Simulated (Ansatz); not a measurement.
# Sodium, bcc: HSE06 at the PBE geometry

Aim: see what exact exchange does to the levels, and what it costs. Spin polarisation is left out. The cell comes from an earlier PBE relaxation. Exact exchange is dear, so the k-mesh is coarse, and PBE is run on the same mesh for comparison.

Program: Ansatz 0.2.0. Level of theory: DFT, plane waves (420 eV) with PBE-made PAW files, scalar-relativistic; functionals as named at each step. These are calculated values, not measurements.

**1. The starting structure**

Symmetry: Im-3m, No. 229, cubic system. Conventional cell: a = 4.197 Å, b = 4.197 Å, c = 4.197 Å, α = 90.00°, β = 90.00°, γ = 90.00°. Around Na (site symmetry m-3m) lie 8 Na at 3.63 Å.

Coordinates:

```
CELL_PARAMETERS angstrom
-2.09856 2.09856 2.09856
2.09856 -2.09856 2.09856
2.09856 2.09856 -2.09856
ATOMIC_POSITIONS crystal
Na 0.00000 0.00000 0.00000
```

**2. PBE, coarse mesh**

The run with PBE.

The input, input.yaml:

```yaml
crystal:
  lattice:
    - [-2.0985560866, 2.0985560866, 2.0985560866]
    - [2.0985560866, -2.0985560866, 2.0985560866]
    - [2.0985560866, 2.0985560866, -2.0985560866]
  atoms:
    - { symbol: Na, position: [0.0, 0.0, 0.0] }
hamiltonian:
  xc: pbe
  pseudopotentials:
    kind: paw
    azcp:
      Na: "pseudopotentials/Na.paw.azcp"
basis:
  ecutwfc: 420
  fft_grid_basis: typed
kpoints:
  mp_grid: { grid: [6, 6, 6], shift: [0, 0, 0] }
magnetization:
  spin_polarized: false
scf:
  occupations: { method: fermi_dirac, width: 0.1 }
```

**3. HSE06 on the coarse mesh**

The run with HSE06.

Edit input.yaml of step 2 so:

```diff
@@ -8,3 +8,3 @@
 hamiltonian:
-  xc: pbe
+  xc: hse06
   pseudopotentials:
```

(Steps that only read results are left out.)

**Question.** What will these runs give? Wanted: PBE: gap; HSE06: gap.

As calculated:

| quantity | value |
| --- | --- |
| PBE: gap | none (levels filled in part) |
| HSE06: gap | none (levels filled in part) |
| HSE06: SCF cycles, exchange loops | 12, 2 |
| HSE06: CPU time over that of PBE | 17 |

In words: Neither PBE nor HSE06 shows a clean gap on this mesh. The hybrid took 17 times as much CPU time as PBE on the same settings. HSE06 needed 2 outer loops of the exchange operator. Absolute energies differ from functional to functional, by eV per atom at times, and say nothing by themselves.
